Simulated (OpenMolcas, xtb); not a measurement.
A ladder of methods for AlNH3 (SMILES [NH2][AlH])

AlNH3 has 5 atoms, charge 0, and is taken as a doublet. SMILES: `[NH2][AlH]`. The shape is that of a PBE0-D4/def2-TZVP optimisation. This is one conformer, not always the lowest.

```xyz
5

N    -0.1166   -0.6608    0.1751
Al    0.8366    0.8339    0.1208
H     0.1485   -1.5053    0.6555
H    -1.0103   -0.7828   -0.2774
H     0.1918    2.0414   -0.7154
```

Quantity: the energy change with the Al2–H5 bond stretched from 1.604 to 2.887 Å, in eV. The values are calculated.

| level | kind | program | value (eV) | CPU time (all runs) |
| --- | --- | --- | --- | --- |
| GFN-FF | force field | xtb | 1.97 | under 2 s |
| GFN0-xTB | semi-empirical | xtb | 1.40 | under 2 s |
| UHF/cc-pVTZ | Hartree–Fock | OpenMolcas | 1.75 | 40 s |
| USVWN5/cc-pVTZ | LDA | OpenMolcas | 1.79 | 86 s |
| UPBE/cc-pVTZ | GGA | OpenMolcas | 1.76 | 2.3 min |
| UTPSS/cc-pVTZ | meta-GGA | OpenMolcas | 1.85 | 3.1 min |
| UPBE0/cc-pVTZ | global hybrid | OpenMolcas | 1.85 | 2.3 min |

The first shape isn't each level's own minimum. The values span 1.40 to 1.97 eV. Spin contamination of the reference (⟨S²⟩ at least 0.1 too high) touches UHF/cc-pVTZ. CPU times are rough (shared hosts, several kinds of processor): they show what a rung costs within a factor of a few.
